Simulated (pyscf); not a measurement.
Structures and frequencies: ωB97X-D3(BJ)/def2-SVP in PySCF.

Question: Estimate by transition-state theory the rate constant of F–GeH(F)–F + hydrogen (H₂) → F–GeH₂–F + hydrogen fluoride (HF) (singlet surface; F–Ge, H–H broken, Ge–H, F–H formed) at 1200 K, with ωB97M-D3(BJ)/def2-TZVP energies (ideal gas, 1 atm, RRHO with modes under 100 cm⁻¹ raised to 100, one conformer, R ln 2 for chiral ones without a mode under 150 cm⁻¹; no tunnelling).

Answer: The electronic barrier is 45.8 kcal/mol and the thermal terms add +33.7, so ΔG‡ = 79.5 kcal/mol. With k_BT/h = 2.50e+13 s⁻¹ and RT = 2.385 kcal/mol, and a volume of 1.64e-19 cm³ per molecule at 1 atm, k = 1.4e-20 cm³ molecule⁻¹ s⁻¹. Wigner's tunnelling factor for 1170i cm⁻¹ would be 1.08. A shift of 1 kcal/mol in the barrier changes k by a factor 1.5. On the product side the descent ends in a complex, 6.5 kcal/mol under the separated species and 39.4 kcal/mol under the saddle at ωB97X-D3(BJ)/def2-TZVP. At the saddle there is also a short Ge–H contact that neither side keeps. One saddle was located; it need not be the lowest between these sides. Elements up to Kr have no core potential and no relativistic terms here.
